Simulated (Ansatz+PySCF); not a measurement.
A calculation with PySCF 2.14.0.

```python
from pyscf import gto, scf, mp

# the (T+d) and (D+d) sets load through basis_set_exchange
mol = gto.M(atom="""
C -1.206630 0.021700 0.022200
H -1.682070 0.975000 0.205420
H -1.733850 -0.909960 -0.129200
S 0.554250 -0.079130 -0.079760
H 0.868280 1.239740 -0.171530
H 0.919390 -0.168850 1.238290
""", basis={'C': 'cc-pvtz', 'H': 'cc-pvtz', 'S': 'cc-pv(t+d)z'}, charge=1, spin=1)
mf = scf.UHF(mol)
mf.kernel()
pt = mp.MP2(mf, frozen=6).run()
print(mf.e_tot, pt.e_corr, pt.e_tot)
```

The script is written out from the run's settings.

Output:

| Quantity | Value |
| --- | --- |
| Converged | yes |
| Reference energy | -437.42672 hartree |
| Correlation energy | -0.31823 hartree |
| Total energy | -437.74495 hartree |
| Spin squared of the determinant | 0.766 |
